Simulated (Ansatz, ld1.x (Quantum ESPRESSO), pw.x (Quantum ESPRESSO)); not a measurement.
Cr: one change to the TM potential, in the atom and in the bcc crystal

```json
{
 "Element": "Cr (Z = 24)",
 "Generator": "ld1.x (Quantum ESPRESSO) 7.5",
 "Type": "norm-conserving Troullier–Martins (Kleinman–Bylander form)",
 "Functional": "PBE",
 "Relativity": "scalar-relativistic",
 "Frozen core": "[Ar]",
 "Valence charge": "6",
 "Reference configuration": "3d5 4s1 4p0",
 "Partial waves": "4s (bound): rc 2.55 bohr; 4p (bound, empty): rc 2.95 bohr; 3d (bound): rc 1.90 bohr",
 "Local potential": "all-electron potential smoothed inside 2.50 bohr (lloc = -1)",
 "Core correction": "none"
}
```

Change: all radii scaled by about 0.96 (s 2.44, p 2.82, d 1.82 bohr); local potential all-electron potential smoothed inside 2.40 bohr (lloc = -1).

Cutoffs, loose and tight: the cutoffs (Ry, on a coarse ladder) from which the occupation-weighted sum of valence levels, in a spherical-Bessel basis at the reference potential, stays within 10 and 1 mRy of its value at 400 Ry. They do not see the model core or the augmentation charge, which bear on the density cutoff. Test errors are all-electron minus pseudo excitation energies from the reference, over the configurations 3d5 4s0 4p0; 3d4 4s0 4p0; 3d3 4s0 4p0; 3d4 4s2 4p0; 3d4 4s1 4p0; 3d4 4s1 4p1; 3d6 4s0 4p0; variants that change the core or the reference have their own tests.

Crystal test: bcc Cr in pw.x 7.5, no spin, 16³ k-points, Fermi–Dirac smearing 0.01 Ry, cutoffs set for each file from its atomic test. The reference is all-electron LAPW (Ansatz 0.2.0) with the same functional, mesh and smearing; V0 and B0 come from Birch–Murnaghan fits to the pressures at five volumes. Errors are pseudo minus all-electron; Δ is the rms difference of the E(V) curves that follow from these fits, minima aligned, over ±6 % about the mean V0. Mesh and smearing are coarse, so the numbers serve the comparison and aren't converged zero-temperature values; the lattice is a test structure that the element need not adopt. Spin polarisation and strong correlation are left out, which matters for this element.

All-electron: a0 = 2.849 Å (V0 = 11.56 Å³/atom), B0 = 256.7 GPa.

Problem. Does the change bring the crystal closer to the all-electron result?

Solution. The mean pressure error goes from +7.41 to +6.09 GPa, so the change moves the solid closer to the all-electron pressures. The B0 error goes the other way, from -14.7 to -16.5 %.

```json
{"quantity": "outcome (atom)", "base": "generated", "changed": "generated"}
{"quantity": "cutoff, loose (atom)", "base": "70 Ry", "changed": "70 Ry"}
{"quantity": "cutoff, tight (atom)", "base": "80 Ry", "changed": "90 Ry"}
{"quantity": "bound ghosts (atom)", "base": "none", "changed": "none"}
{"quantity": "largest test error (meV) (atom)", "base": "-193", "changed": "-189"}
{"quantity": "cutoffs in pw.x (Ry)", "base": "100/400", "changed": "110/440"}
{"quantity": "a0 (Å)", "base": "2.879", "changed": "2.874"}
{"quantity": "a0 error (%)", "base": "+1.06", "changed": "+0.89"}
{"quantity": "B0 error (%)", "base": "-14.7", "changed": "-16.5"}
{"quantity": "Δ (meV/atom)", "base": "19.1", "changed": "16.0"}
{"quantity": "mean pressure error (GPa)", "base": "+7.41", "changed": "+6.09"}
```

Base: The largest radius (2.95 bohr) exceeds half the bond length (2.33 bohr), so the spheres overlap, which is one possible source of error among others. This is a poor potential for the solid. Changed file: The largest radius (2.82 bohr) exceeds half the bond length (2.33 bohr), so the spheres overlap, which is one possible source of error among others. This is a poor potential for the solid. The atomic cutoffs weigh occupied waves only.
